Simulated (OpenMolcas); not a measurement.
**SiNH5 (SMILES [SiH3]N) at 6 levels**

Aim: a comparison of 6 runs (HF/STO-3G, HF/def2-TZVP, B3LYP/6-31G*, BLYP/def2-TZVP, MP2/def2-TZVP) of SiNH5. 

The calculation is run with OpenMolcas 26.06.

## Step 1: The molecule

The species is SiNH5 (7 atoms), meant as a singlet with charge 0. SMILES: `[SiH3]N`. The coordinates come from a PBE0-D4/def2-TZVP relaxation.

Bond lengths: Si1–N2 1.720 Å, Si1–H3 1.486 Å, Si1–H4 1.486 Å, Si1–H5 1.494 Å, N2–H6 1.007 Å, N2–H7 1.007 Å. Angles: Si1–N2–H6 119.6°, Si1–N2–H7 119.6°, N2–Si1–H3 107.9°, N2–Si1–H4 107.9°, N2–Si1–H5 116.0°, H6–N2–H7 110.7°, H3–Si1–H4 110.5°, H3–Si1–H5 107.3°, H4–Si1–H5 107.3°.

## Step 2: Energy and forces at HF/STO-3G (run 1)

File test.inp:

```
&GATEWAY
 BasLib=$CurrDir
 Coord
 7
 bohr
 Si    -0.78047579    -0.55312284    -0.79812583
 N      1.15605885     0.65889081     1.51419975
 H     -0.03461978    -3.22449638    -1.23461477
 H     -3.42639472    -0.41024064     0.13027772
 H     -0.69528693     0.76104940    -3.29562567
 H      0.73997896     2.33991558     2.30448321
 H      3.04075831     0.42804186     1.37936779
 Basis=STO-3G
 Group=NoSym

&SEWARD

&SCF
 Thresholds=1e-10 1e-07 1e-07 1e-05
 PrOrbitals=1 1

&ALASKA
```

The basis set STO-3G is read from a file made from the Basis Set Exchange's data (not shown).

Run with:

```console
export MOLCAS_MEM=1860
pymolcas test.inp > test.log
```

Standard output:

```text
--- Start Module: gateway ---
[...]
--- Stop Module: gateway /rc=_RC_ALL_IS_WELL_ ---
[...]
      Basis functions           19
[...]
--- Start Module: scf ---
[...]
       Convergence after  10 Iterations
[...]
::    Total SCF energy                               -342.2458076504
[...]
      Total spin, S                                     0.0000000000
[...]
      Total electronic charge=   26.000000
      Total            charge=   -0.000000
[...]
      Dipole Moment (debye):
      Origin of the operator (angstrom)=   -0.0678   -0.0715   -0.0208
                   X=  4.2643E-01               Y=  7.3050E-01               Z= -4.4928E-01           Total=  9.5777E-01
      Quadrupole Moment (debye*angstrom):
[...]
--- Stop Module: scf /rc=_RC_ALL_IS_WELL_ ---
--- Start Module: alaska ---
[...]
 *              Molecular gradients               *
 **************************************************
  Irreducible representation: a
 ------------------------------------------------------------------------------------------
                              X                       Y                       Z
 ------------------------------------------------------------------------------------------
  SI1               2.49744757288157E-02    1.75145515281865E-02    2.59139678375613E-02
  N2                7.74695720329532E-03    9.10629415812814E-03    4.82965863887408E-04
  H3                8.95558075370817E-03   -3.11545970880900E-02   -5.22912827513677E-03
  H4               -3.09449497387444E-02    1.94631707038437E-03    1.08231271034178E-02
  H5               -1.47310719755810E-03    1.35301649016646E-02   -3.15422716843901E-02
  H6                9.37800993447424E-05   -9.39559193966888E-03   -2.12233653139826E-03
  H7               -9.35273684884974E-03   -1.54713863061171E-03    1.67367568604570E-03
 ------------------------------------------------------------------------------------------
--- Stop Module: alaska /rc=_RC_ALL_IS_WELL_ ---
[...]
```

Wall time 1.8 s (1 thread of Arm Neoverse V1, shared host); peak memory 0.37 GiB.

## Step 3: Energy and gradient at HF/def2-TZVP (run 2)

File mol.xyz:

```xyz
7

Si    -0.413010    -0.292700    -0.422350
N      0.611760     0.348670     0.801280
H     -0.018320    -1.706330    -0.653330
H     -1.813170    -0.217090     0.068940
H     -0.367930     0.402730    -1.743970
H      0.391580     1.238230     1.219480
H      1.609100     0.226510     0.729930
```

File test.inp:

```
* H5NSi Hartree-Fock

&GATEWAY
 BasLib=$CurrDir
 Coord=mol.xyz
 Basis=def2-TZVP
 Group=NoSym

&SEWARD

&SCF
 Thresholds=1e-10 1e-07 1e-07 1e-05
 PrOrbitals=1 1

&ALASKA
```

The basis set def2-TZVP is read from a file made from the Basis Set Exchange's data (not shown).

Run with:

```console
export MOLCAS_MEM=1860
pymolcas test.inp > test.log
```

Standard output:

```text
--- Start Module: gateway ---
[...]
--- Stop Module: gateway /rc=_RC_ALL_IS_WELL_ ---
[...]
      Basis functions           98
[...]
--- Start Module: scf ---
[...]
       Convergence after  14 Iterations
[...]
::    Total SCF energy                               -346.3480762617
[...]
      Total spin, S                                     0.0000000000
[...]
      Total electronic charge=   26.000000
      Total            charge=   -0.000000
[...]
      Dipole Moment (debye):
      Origin of the operator (angstrom)=   -0.0678   -0.0715   -0.0208
                   X=  9.0714E-01               Y=  9.9273E-01               Z=  2.0464E-01           Total=  1.3603E+00
      Quadrupole Moment (debye*angstrom):
[...]
--- Stop Module: scf /rc=_RC_ALL_IS_WELL_ ---
[...]
--- Start Module: alaska ---
[...]
 *              Molecular gradients               *
 **************************************************
  Irreducible representation: a
 ------------------------------------------------------------------------------------------
                              X                       Y                       Z
 ------------------------------------------------------------------------------------------
  SI1               1.35129759690322E-03    1.84217969180489E-03   -4.65910353858234E-04
  N2               -6.41692544716754E-03   -8.03248718466376E-03    6.68034978527743E-04
  H3                1.03375288743124E-03   -3.75111933990446E-03   -3.15788811075302E-04
  H4               -3.58996105312226E-03    8.09235549624754E-05    1.54435212813486E-03
  H5               -5.26452203604498E-04    1.44161059130110E-03   -4.27476130899018E-03
  H6               -2.99360888999906E-03    1.00828999887757E-02    4.26362198893715E-03
  H7                1.11418971095611E-02   -1.66400730224520E-03   -1.41954862161159E-03
 ------------------------------------------------------------------------------------------
--- Stop Module: alaska /rc=_RC_ALL_IS_WELL_ ---
[...]
```

Wall time 12 s (1 thread of Arm Neoverse V1, shared host); peak memory 0.54 GiB.

Runs 3 to 5 aren't shown in full; the table further down has their settings and results.

## Step 4: A single-point energy at MP2/def2-TZVP (run 6)

File calc.inp:

```
&gateway
  baslib = $CurrDir
  coord
  7
  angstrom
  Si      -0.413010      -0.292700      -0.422350
  N        0.611760       0.348670       0.801280
  H       -0.018320      -1.706330      -0.653330
  H       -1.813170      -0.217090       0.068940
  H       -0.367930       0.402730      -1.743970
  H        0.391580       1.238230       1.219480
  H        1.609100       0.226510       0.729930
  basis = def2-TZVP
  group = NoSym

&seward

&scf
  thresholds = 1e-10 1e-07 1e-07 1e-05
  prorbitals = 0

&mbpt2
  frozen = 6
```

The basis set def2-TZVP is read from a file made from the Basis Set Exchange's data (not shown).

Run with:

```console
export MOLCAS_MEM=1860
pymolcas calc.inp > calc.log
```

Standard output:

```text
--- Start Module: gateway ---
[...]
--- Stop Module: gateway /rc=_RC_ALL_IS_WELL_ ---
[...]
      Basis functions           98
[...]
--- Start Module: scf ---
[...]
       Convergence after  14 Iterations
[...]
::    Total SCF energy                               -346.3480762617
[...]
      Total spin, S                                     0.0000000000
[...]
      Total electronic charge=   26.000000
      Total            charge=   -0.000000
[...]
      Dipole Moment (debye):
      Origin of the operator (angstrom)=   -0.0678   -0.0715   -0.0208
                   X=  9.0714E-01               Y=  9.9273E-01               Z=  2.0464E-01           Total=  1.3603E+00
      Quadrupole Moment (debye*angstrom):
[...]
--- Stop Module: scf /rc=_RC_ALL_IS_WELL_ ---
[...]
--- Start Module: mbpt2 ---
[...]
WARNING!
Default frozen orbitals as non valence orbitals is overwritten by user input.
Default values:   3
[...]
       Reference weight ( Cref**2 )         =        0.90123
::    Total MBPT2 energy                             -346.6839813007
[...]
      Total MBPT2 calculations                           0.32      0.34
--- Stop Module: mbpt2 /rc=_RC_ALL_IS_WELL_ ---
[...]
```

Wall time 9.3 s (1 thread of Arm Neoverse V1, shared host); peak memory 0.54 GiB.

## Step 5: The series

| run | level | integration grid | Cartesian functions | energy (Eh) | dipole moment (D) of the reference | HOMO energy (eV) | LUMO energy (eV) | wall time |
| --- | --- | --- | --- | --- | --- | --- | --- | --- |
| 1 | HF/STO-3G | – | no | -342.245808 | 0.96 | -8.14 | 13.69 | 1.8 s |
| 2 | HF/def2-TZVP | – | no | -346.348076 | 1.36 | -10.93 | 3.05 | 12 s |
| 3 | B3LYP/6-31G* (spherical functions) | UltraFine | no | -347.258663 | 1.44 | -6.82 | 0.72 | 13 s |
| 4 | B3LYP/6-31G* (Cartesian functions) | UltraFine | yes | -347.261490 | 1.44 | -6.82 | 0.69 | 13 s |
| 5 | BLYP/def2-TZVP | UltraFine | no | -347.268822 | 1.38 | -5.88 | -0.43 | 37 s |
| 6 | MP2/def2-TZVP | – | no | -346.683981 | 1.36 | -10.93 | 3.05 | 9.3 s |

## Step 6: Summary of results

```
                                          quantity          value
                               run 6: total energy  -346.68398 Eh
         run 6: dipole moment (mean-field density)         1.36 D
        run 6: HOMO energy (Hartree–Fock orbitals)      -10.93 eV
        run 6: LUMO energy (Hartree–Fock orbitals)        3.05 eV
      run 6: HOMO–LUMO gap (Hartree–Fock orbitals)       13.98 eV
run 6: correlation energy (6 core orbitals frozen)     -335.9 mEh
```

**Reading.** Over runs 1, 2, 3, 4, 5 the dipole moment (its size) runs from 0.96 D (HF/STO-3G) to 1.44 D (B3LYP/6-31G*). The two ends differ in method and basis. Over runs 1, 2, 3, 4, 5 the HOMO–LUMO gap runs from 5.46 eV (BLYP/def2-TZVP) to 21.83 eV (HF/STO-3G). Totals of different functionals can't be ranked against each other. In run 1 the basis is minimal, so the values are rough. All runs together took 86 s, the longest 37 s.
